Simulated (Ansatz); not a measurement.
**What each rung costs, and what it gives**

The pair of CH4 (SMILES C, atoms 1–5) and Cl2 (SMILES ClCl, atoms 6–7), both closed shells, in one local arrangement (a lower one may exist), relaxed at PBE0-D4/def2-TZVP:

C1  (0.138, 0.128, -1.053)
H2  (0.757, -0.735, -0.810)
H3  (0.041, 0.214, -2.135)
H4  (0.604, 1.030, -0.656)
H5  (-0.848, 0.004, -0.607)
Cl6  (0.634, -0.188, 2.690)
Cl7  (-1.326, -0.453, 2.570)
(Å)

Interaction energies are counterpoise-corrected; the time is that of the whole pair.

Computed with Ansatz 0.2.0 (basis: as named in each row); correlated methods freeze the cores. B3LYP uses VWN-RPA correlation. Extrapolation: Hartree–Fock as exp(−7.88 √X), correlation as X^−2.97.

Times are rough, for one single point on 2 threads of a shared host (Arm Neoverse V1).

The estimate by CCSD(T) at an estimated basis limit (MP2 extrapolated from triple and quadruple zeta, plus CCSD(T) − MP2 in triple zeta) is -0.032 eV.

| method | basis | time (s) | interaction energy (eV) | method less estimate |
| --- | --- | --- | --- | --- |
| HF | STO-3G | under 1 | 0.015 | 0.047 |
| PBE-D4 | STO-3G | under 1 | -0.029 | 0.003 |
| SPW92 | def2-SVP | under 1 | -0.036 | -0.004 |
| PBE-D4 | def2-SVP | under 1 | -0.032 | 0.000 |
| B3LYP-D4 | 6-31G | under 1 | -0.025 | 0.007 |
| PBE0-D4 | def2-SVP | under 1 | -0.029 | 0.003 |
| CCSD(T) | def2-SVP | 1 | 0.005 | 0.037 |
| revPBE-D4 | def2-TZVPPD | 2 | -0.021 | 0.011 |
| PBE-D4 | def2-TZVPPD | 2 | -0.037 | -0.005 |
| BLYP-D4 | def2-TZVPPD | 2 | -0.021 | 0.011 |
| PBE0-D4 | def2-TZVPPD | 3 | -0.033 | -0.001 |
| HSE06-D4 | def2-TZVPPD | 3 | -0.033 | -0.001 |
| B3LYP-D4 | def2-TZVPPD | 3 | -0.027 | 0.005 |
| wB97M-V | def2-SVP | 3 | -0.022 | 0.010 |
| r2SCAN-D4 | def2-TZVPPD | 4 | -0.028 | 0.004 |
| B2PLYP | def2-TZVPPD | 6 | 0.000 | 0.032 |
| wB97X-V | def2-TZVPPD | 8 | -0.033 | -0.001 |
| B97M-V | def2-TZVPPD | 9 | -0.029 | 0.003 |
| wB97M-V | def2-TZVPPD | 10 | -0.030 | 0.002 |
| MP2 | def2-QZVPPD | 16 | -0.033 | -0.001 |
| CCSD(T) | def2-TZVPPD | 66 | -0.025 | 0.007 |

No T1 diagnostic of these runs exceeds 0.009.
